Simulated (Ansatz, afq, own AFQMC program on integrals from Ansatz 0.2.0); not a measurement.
## BO, doublet: AFQMC among the cluster methods

```xyz
2

B     0.0000    0.0000    0.0000
O     0.0000    0.0000    1.2006
```

Basis aug-cc-pVDZ. Noble-gas cores (and the filled d shells of Ga–Kr and In–Xe) are frozen. AFQMC by an in-house program on the Cholesky factors that Ansatz 0.2.0 writes for its CCSD(T) run. The CISD trial takes its coefficients from CCSD amplitudes. Released means that phaseless walkers are propagated on without the constraint, phases kept. Free projection: walkers drawn from exp(T), propagated without any constraint. Its projection time is finite, and what remains of the start isn't in its error. ± is one standard error of the sampling.

Determinant: UHF, the one that the program's search chose, which needn't be the lowest solution. The geometry is a PBE0/def2-TZVP stationary point of this or a neighbouring charge and spin state.

No full CI on the walks' own integrals is used here; CCSDT(Q) serves as the reference and is uncertain by about the last step of the cluster series.

Cautions: unrestricted determinant slightly spin contaminated (⟨S²⟩ 0.80 against 0.75).

- T1 diagnostic: 0.0296
- weight of the determinant in the CISD state: 0.901
- ⟨S²⟩ of the determinant: 0.800
- size of the correlated space: 9 electrons in 44 orbitals

Reference: CCSDT(Q), correlation energy -7.243 eV. The released energy is read at 2.40 1/Eh (meV from the phaseless value at times in 1/Eh: 2 ± 4 at 0.24, -3 ± 3 at 0.51, -9 ± 4 at 0.99, -7 ± 3 at 1.62, -10 ± 4 at 2.40).

```
         level  E − E(reference) (mEh)  share of correlation (%)
            HF                  266.19                      0.00
           MP2                   15.89                     94.03
          CCSD                   12.16                     95.43
       CCSD(T)                    2.04                     99.23
         CCSDT                    1.13                     99.58
   ph-AFQMC/HF            -1.11 ± 0.87                    100.42
 ph-AFQMC/CISD             0.45 ± 0.17                     99.83
released AFQMC             0.10 ± 0.16                     99.96
    free AFQMC             0.36 ± 0.43                     99.86
```

Free projections are given only where their last times agree within the noise and don't stop above the reference; a slow remainder of the start can still hide under it. A walk keeps the symmetry of its determinant, which the program's search chose and which needn't be the lowest solution, so a lower state of the same spin and another symmetry isn't excluded. Released energies are given only where the last usable release times agree within the noise; a slower fall can still hide under it.
